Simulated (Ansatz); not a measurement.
## Worked example: C2H7NO → CH4N + CH3O

Species: C2H7NO (ethanolamine) `NCCO`, singlet; CH4N `[CH2]N`, doublet; CH3O (hydroxymethyl radical) `[CH2]O`, doublet. 

Shapes, held fixed at every level: PBE0-D4/def2-TZVP. Flexible molecules stand in one conformer, not always the lowest. Programs: Ansatz 0.2.0. The zero-point and thermal change to 298 K, harmonic and unscaled (PBE0-D4/def2-TZVP), is -21.8 kJ/mol.

At CCSD(T)/CBS estimate; 1 Eh = 2625.50 kJ/mol:

| species | energy (Eh) |
| --- | --- |
| C2H7NO | -210.180959 |
| CH4N | -95.092239 |
| CH3O | -114.951340 |

Question: Work out ΔH(298 K) of the reaction at this level.

Answer: 
1. Products less reactants: (-95.092239) + (-114.951340) − [(-210.180959)] = 0.137380 Eh = +360.7 kJ/mol.
2. With the thermal change: +360.7 + (-21.8) = +338.9 kJ/mol.

Other levels give +298.0 (r2SCAN-D4/def2-TZVPP) to +351.5 kJ/mol (MP2/def2-TZVPP). No measured value is set beside it here. Open shells run unrestricted unless RO is named. The CBS estimate extrapolates MP2 from def2-TZVPP and def2-QZVPP and adds CCSD(T) − MP2 in the triple-zeta set, cores frozen.
